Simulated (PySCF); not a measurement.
Nuclear quadrupole coupling in `C[C@@H](CO)CF`

C4H9FO.
Z-matrix (Å and degrees, GFN2-xTB geometry), rows numbered from 1:
```
C 
C   1  1.5263
C   2  1.5314  1  111.06
O   3  1.4113  2  109.16  1    64.59
C   2  1.5269  1  110.49  3   121.44
F   5  1.3747  2  110.39  1    66.27
H   1  1.0867  2  109.97  3  -174.92
H   1  1.0872  2  110.48  3    64.98
H   1  1.0868  2  109.57  3   -55.05
H   2  1.0952  1  109.55  3  -119.35
H   3  1.1006  2  109.62  1  -174.64
H   3  1.0989  2  108.97  1   -56.26
H   4  0.9621  3  109.05  2  -176.22
H   5  1.0929  2  110.93  1   -52.44
H   5  1.0949  2  111.40  1  -175.54
```

Field gradients from the B3LYP/pcJ-1 density (PySCF, non-relativistic), principal values in atomic units, ordered |Vxx| ≤ |Vyy| ≤ |Vzz|:

```csv
atom,Vxx,Vyy,Vzz
O4,0.1151,1.8762,-1.9913
```

Task: Find the asymmetry η = (Vxx − Vyy)/Vzz and the couplings χ = eQV/h (234.96 MHz × Q in barn × V in au), with Q(17O) = −0.0256 b.

Result: 
```json
{"atom": "O4", "environment": "alcohol oxygen", "nucleus": "17O", "η": "0.88", "χzz (MHz)": "11.98", "χxx (MHz)": "-0.69", "χyy (MHz)": "-11.29"}
```

Task: What is Vzz at O4 in SI units (1 au = 9.71736 × 10²¹ V/m²)?

Result: -1.9913 au = -19.350 × 10²¹ V/m².

Task: And the gradient at the other heavy atoms, for which no coupling is worked out here?

Result: 
| atom | environment | Vzz (au) | η |
| --- | --- | --- | --- |
| C1 | methyl carbon | 0.071 | 0.46 |
| C2 | sp3 CH carbon | -0.036 | 0.67 |
| C3 | carbinol carbon (C–OH) | 0.359 | 0.05 |
| C5 | sp3 C–F carbon | 0.548 | 0.12 |
| F6 | alkyl fluorine | 2.960 | 0.04 |

Task: What couplings would deuterons (Q(2H) = 0.00286 b) have in place of the hydrogens, at this geometry?

Result: 
```csv
atom,bonded to,bond length (Å),Vzz (au),η,χzz (kHz)
H7,C1,1.087,0.3029,0.02,204
H8,C1,1.087,0.3064,0.03,206
H9,C1,1.087,0.3011,0.03,202
H10,C2,1.095,0.2841,0.00,191
H11,C3,1.101,0.2737,0.06,184
H12,C3,1.099,0.2760,0.07,186
H13,O4,0.962,0.4591,0.14,309
H14,C5,1.093,0.2794,0.05,188
H15,C5,1.095,0.2809,0.08,189
```

Geometry: GFN2-xTB, one conformer, isolated molecule. GFN2-xTB bond lengths can be off by several hundredths of an ångström, more for odd bonds, and the gradients follow them. With a basis this small, the couplings can be 20 % off.
